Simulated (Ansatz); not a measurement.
# C₃H₄FNO: a ladder of functionals and wavefunction methods

One table from this session's results is given with a row withheld; the runs are named, their logs left out.

Computed with Ansatz 0.2.0, Gaussian basis. Level: functionals in def2-TZVPP, the program's frozen cores in correlated methods.

Levels to be run: PBE-D4, r2SCAN-D4, PBE0-D4, B3LYP-D4, ωB97X-V, ωB97M-V, B2PLYP; CCSD(T)/def2-TZVPP; MP2/def2-QZVPP; extrapolation to the limit.

### The geometry

An earlier PBE0-D4 in a triple-zeta def2 set relaxation fixed the geometry.

SMILES `C=N/C(O)=C/F`, 10 atoms, charge 0, spin multiplicity 1.

Atoms are counted from 1 here; the program's logs count them from 0.

Bond lengths: C1–N2 1.265 Å, C1–H7 1.095 Å, C1–H8 1.088 Å, N2–C3 1.389 Å, C3–O4 1.348 Å, C3–C5 1.335 Å, O4–H9 0.964 Å, C5–F6 1.336 Å, C5–H10 1.080 Å. Angles: N2–C1–H7 123.0°, N2–C1–H8 118.7°, H7–C1–H8 118.2°, C1–N2–C3 120.5°, N2–C3–O4 114.7°, N2–C3–C5 123.2°, O4–C3–C5 121.9°, C3–O4–H9 106.7°, C3–C5–F6 121.4°, C3–C5–H10 123.7°, F6–C5–H10 114.8°.

The first run:

Input file in.yaml:

```yaml
crystal:
  periodic: [false, false, false]
  atoms:
    - {symbol: C, position_ang: [-0.008504, -1.637998, -0.435344]}
    - {symbol: N, position_ang: [0.389984, -0.863633, 0.481929]}
    - {symbol: C, position_ang: [0.048976, 0.482799, 0.465181]}
    - {symbol: O, position_ang: [-0.237517, 1.006008, 1.673752]}
    - {symbol: C, position_ang: [0.090602, 1.234072, -0.637310]}
    - {symbol: F, position_ang: [-0.147656, 2.547877, -0.593065]}
    - {symbol: H, position_ang: [-0.671498, -1.314024, -1.243774]}
    - {symbol: H, position_ang: [0.319199, -2.675282, -0.423062]}
    - {symbol: H, position_ang: [-0.082014, 0.309682, 2.321771]}
    - {symbol: H, position_ang: [0.381529, 0.859299, -1.607277]}
basis:
  gaussian: {orbitals: def2-TZVPP}
hamiltonian: {xc: pbe, dispersion: d4}
output: {forces: true, orbitals: {seedname: orbitals}}
```

On the command line:

```
$ ansatz run in.yaml --threads 4 --pin off --events-out ev --progress --plain --max-ram 10444MiB
```

Steps of the session up to this table: PBE-D4 (GGA); r2SCAN-D4 (meta-GGA); PBE0-D4 (hybrid); B3LYP-D4 (hybrid); ωB97X-V (range-separated); ωB97M-V (range-separated); B2PLYP (double hybrid); CCSD(T) in def2-TZVPP; MP2 in def2-QZVPP.

One of the session's tables, all rows but one given; the rest of the session is left out.

```
            method  atomisation energy (kcal/mol)
            PBE-D4                         1039.6
         r2SCAN-D4                          995.7
           PBE0-D4                         1001.4
          B3LYP-D4                          994.2
           ωB97X-V                          992.6
           ωB97M-V                              ?
            B2PLYP                          982.5
     HF/def2-TZVPP                          661.5
    MP2/def2-TZVPP                          988.9
   CCSD/def2-TZVPP                          935.9
CCSD(T)/def2-TZVPP                          958.4
           MP2/CBS                         1019.1
       CCSD(T)/CBS                          988.7
```

Q: Estimate the row for ωB97M-V from the others.

As computed: atomisation energy (kcal/mol): 995.2. In the column «atomisation energy (kcal/mol)» it lies between B3LYP-D4 (994.2) and r2SCAN-D4 (995.7).
